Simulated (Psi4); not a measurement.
CH4S, triplet, at the geometry of the source list (a higher spin typed on purpose: for a closed-shell molecule this is an excited state); Psi4 with R2SCAN/6-31G**.

Psi4 was given this input:
```
memory 2 GB

molecule {
0 3
C    -0.50390000   -0.01360000    0.01140000
S     1.12520000    0.78930000   -0.10180000
H    -0.59580000   -0.52580000    0.96380000
H    -1.23950000    0.78140000   -0.05410000
H    -0.63110000   -0.70500000   -0.81550000
H     1.84520000   -0.32630000   -0.00380000
}

set {
  basis 6-31g**
  reference uks
}

energy('r2scan')
print_variables()
```

It wrote (shortened):

```
   => Loading Basis Set <=

    Name: 6-31G**
    Role: ORBITAL
    Keyword: BASIS

         ---------------------------------------------------------
                                   SCF
               by Justin Turney, Rob Parrish, Andy Simmonett
                          and Daniel G. A. Smith
                              UKS Reference
         ---------------------------------------------------------

  ==> Geometry <==

    Molecular point group: c1
    Full point group: C1

    Geometry (in Angstrom), charge = 0, multiplicity = 3:

       Center              X                  Y                   Z               Mass
    ------------   -----------------  -----------------  -----------------  -----------------
         C           -1.114317826495    -0.519618332483     0.074454935111    12.000000000000
         S            0.514782173505     0.283281667517    -0.038745064889    31.972071174400
         H           -1.206217826495    -1.031818332483     1.026854935111     1.007825032230
         H           -1.849917826495     0.275381667517     0.008954935111     1.007825032230
         H           -1.241517826495    -1.211018332483    -0.752445064889     1.007825032230
         H            1.234782173505    -0.832318332483     0.059254935111     1.007825032230

  Running in c1 symmetry.

  Rotational constants: A =      3.44237  B =      0.43251  C =      0.41471 [cm^-1]
  Rotational constants: A = 103199.73021  B =  12966.31890  C =  12432.72783 [MHz]
  Nuclear repulsion =   56.442455758752693

  Charge       = 0
  Multiplicity = 3
  Electrons    = 26
  Nalpha       = 14
  Nbeta        = 12

  ==> Algorithm <==

  SCF Algorithm Type is DF.
  DIIS enabled.
  MOM disabled.
  Fractional occupation disabled.
  Guess Type is SAD.
  Energy threshold   = 1.00e-06
  Density threshold  = 1.00e-06
  Integral threshold = 1.00e-12

  ==> Primary Basis <==

  Basis Set: 6-31G**
    Blend: 6-31G**
    Number of shells: 26
    Number of basis functions: 54
    Number of Cartesian functions: 54
    Spherical Harmonics?: false
    Max angular momentum: 2

  ==> DFT Potential <==

   => LibXC <=

    Version 7.1.2
    S. Lehtola, C. Steigemann, M. J. T. Oliveira, and M. A. L. Marques,  SoftwareX 7, 1–5 (2018) (10.1016/j.softx.2017.11.002)

   => Composite Functional: R2SCAN <=

    r2SCAN Meta-GGA XC Functional  (0.1021/acs.jpclett.0c02405)
    J. W. Furness, A. D. Kaplan, J. Ning, J. P. Perdew, J. Sun  J. Phys. Chem. Lett.  11, 8208–8215, 2020

    Deriv               =              1
    GGA                 =           TRUE
    Meta                =           TRUE

    Exchange Hybrid     =          FALSE
    MP2 Hybrid          =          FALSE

   => Exchange Functionals <=

    1.0000   XC_MGGA_X_R2SCAN

   => Correlation Functionals <=

    1.0000   XC_MGGA_C_R2SCAN

   => LibXC Density Thresholds  <==

    XC_MGGA_C_R2SCAN:  1.00E-15
    XC_MGGA_X_R2SCAN:  1.00E-11

   => Molecular Quadrature <=

    Radial Scheme          =       TREUTLER
    Pruning Scheme         =           NONE
    Nuclear Scheme         =       TREUTLER

    Blocking Scheme        =         OCTREE
    BS radius alpha        =              1
    Pruning alpha          =              1
    Radial Points          =             75
    Spherical Points       =            302
    Total Points           =         129683
    Total Blocks           =           1031
    Max Points             =            256
    Max Functions          =             54
    Weights Tolerance      =       1.00E-15

   => Loading Basis Set <=

    Name: (6-31G** AUX)
    Role: JKFIT
    Keyword: DF_BASIS_SCF

  ==> Integral Setup <==

  SCF_SUBTYPE=INCORE selected. In-core MEM_DF algorithm will be used.
  Using in-core AOs.

  ==> MemDFJK: Density-Fitted J/K Matrices <==

    J tasked:                   Yes
    K tasked:                    No
    wK tasked:                   No
    Algorithm:                 Core
    Schwarz Cutoff:           1E-12
    Mask sparsity (%):       0.0686
    Fitting Condition:        1E-10

   => Auxiliary Basis Set <=

  Basis Set: (6-31G** AUX)
    Blend: CC-PVDZ-JKFIT
    Number of shells: 96
    Number of basis functions: 311
    Number of Cartesian functions: 311
    Spherical Harmonics?: false
    Max angular momentum: 3

  Minimum eigenvalue in the overlap matrix is 1.4195269726E-02.
  Reciprocal condition number of the overlap matrix is 2.3664591882E-03.
    Using symmetric orthogonalization.

  ==> Pre-Iterations <==

  SCF Guess: Superposition of Atomic Densities via on-the-fly atomic UHF (no occupation information).

   -------------------------
    Irrep   Nso     Nmo
   -------------------------
     A         54      54
   -------------------------
    Total      54      54
   -------------------------

  ==> Iterations <==

                           Total Energy        Delta E     RMS |[F,P]|

   @DF-UKS iter SAD:  -438.30710797476013   -4.38307e+02   0.00000e+00
   @DF-UKS iter   1:  -438.20663199045816    1.00476e-01   1.19054e-02 DIIS/ADIIS
   @DF-UKS iter   2:  -437.84763399354148    3.58998e-01   1.71564e-02 DIIS/ADIIS
   @DF-UKS iter   3:  -438.42101116491318   -5.73377e-01   2.14583e-03 DIIS/ADIIS
   @DF-UKS iter   4:  -438.42921674291625   -8.20558e-03   1.13175e-03 DIIS/ADIIS
   @DF-UKS iter   5:  -438.43181764425765   -2.60090e-03   2.81520e-04 DIIS/ADIIS
   @DF-UKS iter   6:  -438.43196141162900   -1.43767e-04   7.18188e-05 DIIS
   @DF-UKS iter   7:  -438.43197335285379   -1.19412e-05   2.75003e-05 DIIS
   @DF-UKS iter   8:  -438.43197510049231   -1.74764e-06   8.97534e-06 DIIS
   @DF-UKS iter   9:  -438.43197534477014   -2.44278e-07   2.61787e-06 DIIS
   @DF-UKS iter  10:  -438.43197536665031   -2.18802e-08   5.12041e-07 DIIS
  Energy and wave function converged.

  ==> Post-Iterations <==

   Electrons on quadrature grid:
      Nalpha   =   14.0000119395 ; deviation = 1.194e-05
      Nbeta    =   12.0000061797 ; deviation = 6.180e-06
      Ntotal   =   26.0000181192 ; deviation = 1.812e-05

   @Spin Contamination Metric:   5.037538032E-03
   @S^2 Expected:                2.000000000E+00
   @S^2 Observed:                2.005037538E+00
   @S   Expected:                1.000000000E+00
   @S   Observed:                1.000000000E+00

    Orbital Energies [Eh]
    ---------------------

    Alpha Occupied:

[...]
    Alpha Virtual:

[...]
      54A      4.492487

    Beta Occupied:

[...]
    Beta Virtual:

[...]
    Final Occupation by Irrep:
              A
    DOCC [    12 ]
    SOCC [     2 ]
    NA   [    14 ]
    NB   [    12 ]

  @DF-UKS Final Energy:  -438.43197536665031

   => Energetics <=

    Nuclear Repulsion Energy =             56.4424557587526934
    One-Electron Energy =                -714.6152724242365366
    Two-Electron Energy =                 252.2767577959507435
    DFT Exchange-Correlation Energy =     -32.5359164971171566
    Empirical Dispersion Energy =           0.0000000000000000
    VV10 Nonlocal Energy =                  0.0000000000000000
    Total Energy =                       -438.4319753666503061

  UHF NO Occupations:
  HONO-2 :   12  A 1.9982398
  HONO-1 :   13  A 1.0000000
  HONO-0 :   14  A 1.0000000
  LUNO+0 :   15  A 0.0017602
  LUNO+1 :   16  A 0.0003514
  LUNO+2 :   17  A 0.0002101
  LUNO+3 :   18  A 0.0001055

Computation Completed

Properties will be evaluated at   0.000000,   0.000000,   0.000000 [a0]

Properties computed using the SCF density matrix

 Multipole Moments:

 ------------------------------------------------------------------------------------
     Multipole            Electronic (a.u.)      Nuclear  (a.u.)        Total (a.u.)
 ------------------------------------------------------------------------------------

 L = 1.  Multiply by 2.5417464519 to convert [e a0] to [Debye]
 Dipole X            :          2.5293302           -2.8577638           -0.3284337
 Dipole Y            :          2.1393865           -2.6172265           -0.4778400
 Dipole Z            :         -0.2655299            0.3201731            0.0546432
 Magnitude           :                                                    0.5823965

 ------------------------------------------------------------------------------------

  Variable Map:
  ----------------------------------------------------------------------------
[...]
  Array Variable Map:
  ----------------------------------------------------------------------------
[...]
[...]
```
